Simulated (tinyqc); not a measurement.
RKS/BLYP in the sto-6g basis, for H2F+, spin multiplicity 1, step by step. One step of it, computed by the program tinyqc.

Task: Iteration 1: building the Kohn-Sham matrix. J_ij = sum D_kl (ij|kl); F = H + J + V_xc; E = tr D H + tr D J / 2 + E_xc + E_nn.

D at the start, lower triangle:
```
            1F 1s      1F 2s    1F 2px     1F 2py     1F 2pz     2H 1s     3H 1s
1F 1s    2.119368
1F 2s   -0.521771   2.277008
1F 2px   0.000000   0.000000  2.000000
1F 2py   0.001723  -0.010379  0.000000   2.108322
1F 2pz  -0.015200   0.085732  0.000000  -0.005014   2.044131
2H 1s    0.041609  -0.173348  0.000000  -0.175446  -0.104957  0.032716
3H 1s    0.045606  -0.190487  0.000000   0.188531  -0.114298  0.003984  0.038222
```

core Hamiltonian H = T + V (hartree), lower triangle:
```
             1F 1s       1F 2s     1F 2px     1F 2py     1F 2pz      2H 1s      3H 1s
1F 1s   -41.267231
1F 2s    -9.204925  -11.235077
1F 2px    0.000000    0.000000  -9.031616
1F 2py    0.000489    0.005637   0.000000  -9.101265
1F 2pz   -0.009539   -0.112344   0.000000   0.002392  -9.063747
2H 1s    -0.873259   -2.168150   0.000000  -1.289539  -0.896669  -4.413042
3H 1s    -0.967470   -2.360376   0.000000   1.389452  -0.966650  -0.642842  -4.537134
```

Two-electron integrals (ij|kl) in chemists' order, unique and non-zero (hartree):
```
(11|11) 5.406240    (21|11) 0.768129    (21|21) 0.138909    (22|11) 1.266271
(22|21) 0.283987    (22|22) 0.926367    (31|31) 0.029452    (32|31) 0.044681
(32|32) 0.204753    (33|11) 1.266273    (33|21) 0.283987    (33|22) 0.926366
(33|33) 0.998085    (41|41) 0.029452    (42|41) 0.044681    (42|42) 0.204753
(43|43) 0.053789    (44|11) 1.266273    (44|21) 0.283987    (44|22) 0.926366
(44|33) 0.890506    (44|44) 0.998085    (51|51) 0.029452    (52|51) 0.044681
(52|52) 0.204753    (53|53) 0.053789    (54|54) 0.053789    (55|11) 1.266273
(55|21) 0.283987    (55|22) 0.926366    (55|33) 0.890506    (55|44) 0.890506
(55|55) 0.998085    (61|11) 0.076977    (61|21) 0.013357    (61|22) 0.026753
(61|33) 0.026708    (61|41) 0.000481    (61|42) 0.000946    (61|44) 0.026799
(61|51) 0.000326    (61|52) 0.000642    (61|54) 0.000062    (61|55) 0.026750
(61|61) 0.001305    (62|11) 0.212823    (62|21) 0.048533    (62|22) 0.178883
(62|33) 0.176303    (62|41) 0.002921    (62|42) 0.022829    (62|44) 0.181602
(62|51) 0.001982    (62|52) 0.015493    (62|54) 0.003596    (62|55) 0.178744
(62|61) 0.004677    (62|62) 0.044588    (63|31) 0.005148    (63|32) 0.030290
(63|43) 0.004680    (63|53) 0.003176    (63|63) 0.006230    (64|11) 0.126944
(64|21) 0.029333    (64|22) 0.115477    (64|33) 0.110816    (64|41) 0.006631
(64|42) 0.043731    (64|44) 0.123342    (64|51) 0.001006    (64|52) 0.009122
(64|54) 0.005325    (64|55) 0.112274    (64|61) 0.002936    (64|62) 0.035321
(64|64) 0.033893    (65|11) 0.086149    (65|21) 0.019906    (65|22) 0.078367
(65|33) 0.075204    (65|41) 0.001006    (65|42) 0.009122    (65|44) 0.077353
(65|51) 0.005831    (65|52) 0.036480    (65|54) 0.006138    (65|55) 0.082545
(65|61) 0.001993    (65|62) 0.023970    (65|64) 0.018773    (65|65) 0.018970
(66|11) 0.409601    (66|21) 0.095129    (66|22) 0.404153    (66|33) 0.392351
(66|41) 0.006309    (66|42) 0.070274    (66|44) 0.416591    (66|51) 0.004282
(66|52) 0.047690    (66|54) 0.016450    (66|55) 0.403515    (66|61) 0.009205
(66|62) 0.137511    (66|64) 0.125896    (66|65) 0.085438    (66|66) 0.774999
(71|11) 0.085315    (71|21) 0.014801    (71|22) 0.029640    (71|33) 0.029591
(71|41) -0.000533   (71|42) -0.001047   (71|44) 0.029692    (71|51) 0.000362
(71|52) 0.000712    (71|54) -0.000069   (71|55) 0.029638    (71|61) 0.001428
(71|62) 0.005026    (71|64) 0.002916    (71|65) 0.002145    (71|66) 0.009843
(71|71) 0.001603    (72|11) 0.232311    (72|21) 0.052961    (72|22) 0.194787
(72|33) 0.191981    (72|41) -0.003187   (72|42) -0.024758   (72|44) 0.197739
(72|51) 0.002166    (72|52) 0.016829    (72|54) -0.003914   (72|55) 0.194641
(72|61) 0.004951    (72|62) 0.038389    (72|64) 0.021293    (72|65) 0.020025
(72|66) 0.093809    (72|71) 0.005654    (72|72) 0.052476    (73|31) 0.005662
(73|32) 0.033164    (73|43) -0.005090   (73|53) 0.003460    (73|63) 0.005174
(73|73) 0.007392    (74|11) -0.137208   (74|21) -0.031700   (74|22) -0.124552
(74|33) -0.119478   (74|41) 0.007275    (74|42) 0.047691    (74|44) -0.133106
(74|51) -0.001096   (74|52) -0.009875   (74|54) 0.005803    (74|55) -0.121071
(74|61) -0.002842   (74|62) -0.021012   (74|64) -0.006896   (74|65) -0.010785
(74|66) -0.048850   (74|71) -0.003518   (74|72) -0.041179   (74|74) 0.039361
(75|11) 0.093264    (75|21) 0.021547    (75|22) 0.084661    (75|33) 0.081212
(75|41) -0.001096   (75|42) -0.009875   (75|44) 0.083555    (75|51) 0.006407
(75|52) 0.039876    (75|54) -0.006683   (75|55) 0.089215    (75|61) 0.002097
(75|62) 0.019913    (75|64) 0.010846    (75|65) 0.015392    (75|66) 0.053058
(75|71) 0.002391    (75|72) 0.027990    (75|74) -0.021730   (75|75) 0.022163
(76|11) 0.057561    (76|21) 0.013286    (76|22) 0.053818    (76|33) 0.052833
(76|41) 0.000009    (76|42) 0.000100    (76|44) 0.053760    (76|51) 0.000839
(76|52) 0.008094    (76|54) 0.000019    (76|55) 0.054860    (76|61) 0.001267
(76|62) 0.013718    (76|64) 0.009637    (76|65) 0.008454    (76|66) 0.048052
(76|71) 0.001403    (76|72) 0.014769    (76|74) -0.010202   (76|75) 0.009036
(76|76) 0.005567    (77|11) 0.423359    (77|21) 0.098306    (77|22) 0.416761
(77|33) 0.404204    (77|41) -0.006685   (77|42) -0.073824   (77|44) 0.429970
(77|51) 0.004544    (77|52) 0.050180    (77|54) -0.017514   (77|55) 0.416108
(77|61) 0.009179    (77|62) 0.088747    (77|64) 0.046611    (77|65) 0.050616
(77|66) 0.253849    (77|71) 0.010545    (77|72) 0.151867    (77|74) -0.137838
(77|75) 0.093692    (77|76) 0.048052    (77|77) 0.774999
```

nuclear repulsion = 7.83709332 hartree

V_xc (hartree), lower triangle:
```
            1F 1s      1F 2s     1F 2px     1F 2py     1F 2pz      2H 1s      3H 1s
1F 1s   -3.547221
1F 2s   -0.444860  -0.942287
1F 2px   0.000000   0.000000  -0.941880
1F 2py   0.000060   0.000175   0.000000  -0.942791
1F 2pz  -0.000488  -0.001633   0.000000   0.000042  -0.942243
2H 1s   -0.046103  -0.157280   0.000000  -0.094071  -0.063853  -0.261586
3H 1s   -0.051098  -0.172126   0.000000   0.102282  -0.069460  -0.037210  -0.275925
```

E_xc = sum of w rho eps_xc = -11.52095983 hartree

Give: Coulomb J; Kohn-Sham matrix F; total energy of this density.

Result:

Coulomb J (hartree), lower triangle:
```
         1F 1s  1F 2s  1F 2px  1F 2py  1F 2pz  2H 1s  3H 1s
1F 1s   21.076
1F 2s    3.818  9.971
1F 2px   0.000  0.000   9.972
1F 2py   0.000  0.000   0.000   9.971
1F 2pz   0.002  0.002   0.000   0.000   9.971
2H 1s    0.369  1.860   0.000   1.178   0.799  4.044
3H 1s    0.409  2.026   0.000  -1.271   0.864  0.545  4.170
```

Kohn-Sham matrix F (hartree), lower triangle:
```
          1F 1s   1F 2s  1F 2px  1F 2py  1F 2pz   2H 1s   3H 1s
1F 1s   -23.738
1F 2s    -5.832  -2.206
1F 2px    0.000   0.000  -0.002
1F 2py    0.000   0.006   0.000  -0.073
1F 2pz   -0.008  -0.112   0.000   0.003  -0.035
2H 1s    -0.550  -0.466   0.000  -0.205  -0.161  -0.630
3H 1s    -0.609  -0.507   0.000   0.221  -0.172  -0.135  -0.643
```

total energy of this density = -99.15371 hartree
